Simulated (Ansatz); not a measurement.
# BH2Cl (SMILES BCl) at PBE/def2-TZVP

What is the vertical ionisation energy of BH2Cl at PBE/def2-TZVP? 

The results are computed with Ansatz 0.2.0.

44 further runs of the same task are left out: 44 set aside as unsound or not needed.

### Step 1. The molecule

The species is BH2Cl (4 atoms), meant as a singlet with charge 0. As SMILES, `BCl`. The coordinates come from a PBE0-D4/def2-TZVP relaxation.

Bond lengths: B1–Cl2 1.733 Å, B1–H3 1.190 Å, B1–H4 1.190 Å. Angles: Cl2–B1–H3 118.1°, Cl2–B1–H4 118.1°, H3–B1–H4 123.7°.

### Step 2. The energy at PBE/def2-TZVP

File input.yaml:

```yaml
crystal:
  periodic: [false, false, false]
  atoms:
    - symbol: B
      position_ang: [-0.116700, 0.021700, -0.075300]
    - symbol: Cl
      position_ang: [1.365000, -0.395300, 0.721200]
    - symbol: H
      position_ang: [-1.106200, -0.559500, 0.240400]
    - symbol: H
      position_ang: [-0.086600, 0.872800, -0.906600]
basis:
  gaussian: {orbitals: def2-TZVP}
hamiltonian: {xc: {name: PBE}}
accuracy: high
output: {orbitals: {seedname: orbitals}}
```

Launch:

```console
$ ansatz run input.yaml --threads 1 --pin off --max-ram 3480MiB --events-out events.jsonl --progress --plain --runs-dir runs
```

What it wrote:

```text
Warning: RAYON_NUM_THREADS=1 ignored (pool sized by the plan → 1); use --threads N
Functional definition: PBE
  name "PBE"
  parameter kappa = 0.804
  parameter beta = 0.06672455060314922
  exchange = pbe_x(kappa = kappa, mu = beta*pi^2/3)
  correlation = pbe_c(beta = beta)
1294 factors; integrals over basis functions are off by at most 4.0e-9 eV
mean field evaluation 1: about -13223.5689 eV, gradient 2.8e1 eV
mean field evaluation 2: about -13221.1838 eV, gradient 3.9e1 eV
mean field evaluation 4: about -13226.0431 eV, gradient 1.3e0 eV
mean field evaluation 8: about -13226.0437 eV, gradient 1.6e-2 eV
mean field evaluation 16: about -13226.0437 eV, gradient 1.5e-7 eV
mean field -13226.04372204 eV, -486.0481418504 hartree, gradient 4.4e-8 eV, S^2 0.000000; 0 other end points of the search recorded, 0 dependent functions left out
reference -13226.04372511 eV, -486.0481419634 hartree; 12, 12 occupied and 68, 68 virtual orbitals, 1294 factors
Total energy: -13226.04372511 eV, -486.0481419634 hartree
```

Wall time 2.3 s (1 thread of Arm Neoverse V2, shared host); peak memory 0.14 GiB.

### Step 3. The doublet cation, same level

File molecule.yaml:

```yaml
crystal:
  periodic: [false, false, false]
  atoms:
    - {symbol: B, position_ang: [-0.116700, 0.021700, -0.075300]}
    - {symbol: Cl, position_ang: [1.365000, -0.395300, 0.721200]}
    - {symbol: H, position_ang: [-1.106200, -0.559500, 0.240400]}
    - {symbol: H, position_ang: [-0.086600, 0.872800, -0.906600]}
basis:
  gaussian:
    orbitals: def2-TZVP
total_charge: 1
magnetization:
  spin_polarized: true
  initial_magnetization: 1
hamiltonian:
  xc: pbe
accuracy: high
output: {orbitals: {seedname: orbitals}}
```

Launch:

```console
$ ansatz run molecule.yaml --threads 1 --pin off --max-ram 3480MiB --events-out events.jsonl --progress --plain --runs-dir runs
```

What it wrote, cut to the lines that bear on the results:

```text
Warning: RAYON_NUM_THREADS=1 ignored (pool sized by the plan → 1); use --threads N
[... 6 set-up lines as earlier in the session ...]
1294 factors; integrals over basis functions are off by at most 4.0e-9 eV
mean field evaluation 1: about -13212.0039 eV, gradient 2.3e1 eV
mean field evaluation 2: about -13206.9978 eV, gradient 3.3e1 eV
mean field evaluation 4: about -13214.9702 eV, gradient 2.2e0 eV
mean field evaluation 8: about -13214.9979 eV, gradient 1.1e-1 eV
mean field evaluation 16: about -13214.9980 eV, gradient 3.3e-6 eV
mean field -13214.99799544 eV, -485.6422188852 hartree, gradient 1.9e-8 eV, S^2 0.752792; 0 other end points of the search recorded, 0 dependent functions left out
reference -13214.99799864 eV, -485.6422190027 hartree; 12, 11 occupied and 68, 69 virtual orbitals, 1294 factors
Total energy: -13214.99799864 eV, -485.6422190027 hartree
```

It took 3.6 s on 1 thread of Arm Neoverse V2, shared host; peak memory 0.17 GiB.

### Step 4. What came out

Level: PBE/def2-TZVP.

| quantity | value |
| --- | --- |
| singlet BH2Cl: total energy | -486.04814 Eh |
| singlet BH2Cl: HOMO energy | -7.27 eV |
| singlet BH2Cl: LUMO energy | -2.83 eV |
| singlet BH2Cl: HOMO–LUMO gap | 4.43 eV |
| doublet cation: total energy | -485.64222 Eh |
| doublet cation: HOMO energy (highest over α and β) | -16.02 eV |
| doublet cation: LUMO energy (lowest over α and β) | -14.85 eV |
| doublet cation: ⟨S²⟩ | 0.753 |
| vertical ionisation energy (to the doublet cation) | 11.046 eV |

Removing an electron at fixed nuclei costs 11.05 eV (255 kcal/mol). −ε(HOMO) before ionisation, 7.27 eV, is 3.78 eV below this ionisation energy.
